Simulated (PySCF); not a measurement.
Process, species as SMILES: CSC + 2 [H][H] (H2) → 2 C (CH4) + S (H2S)
B3LYP-D3(BJ)/def2-TZVP geometries, fixed; electronic energies without zero-point terms.

Effect of the atomic grid (radial, angular points) at PBE0/def2-SVP with PySCF, against the last row, where the energy of full hydrogenation is -40.50 kcal/mol. Cost is core time over that of atom_grid: 30, 110, unpruned, rough, on shared machines of one kind.

```
setting                        grid points, largest species  largest shift of a total energy (mEh)  shift of the energy of full hydrogenation (kcal/mol)  cost
-----------------------------  ----------------------------  -------------------------------------  ----------------------------------------------------  ----
atom_grid: 30, 110, unpruned                          29704                                  0.634                                                -0.162    1×
atom_grid: 50, 194, unpruned                          87304                                 -0.012                                                -0.007    2×
atom_grid: 75, 302, unpruned                         203856                                 -0.003                                                -0.001    3×
atom_grid: 99, 590, unpruned                         525696                                  0.000                                                 0.000    7×
atom_grid: 150, 974, unpruned                       1314904                                  0.000                                                 0.000   20×
```

Within 0.1 kcal/mol in the energy of full hydrogenation: atom_grid: 50, 194, unpruned; atom_grid: 75, 302, unpruned; atom_grid: 99, 590, unpruned. The largest shift is 0.634 mEh in a total energy and 0.162 kcal/mol in the difference.
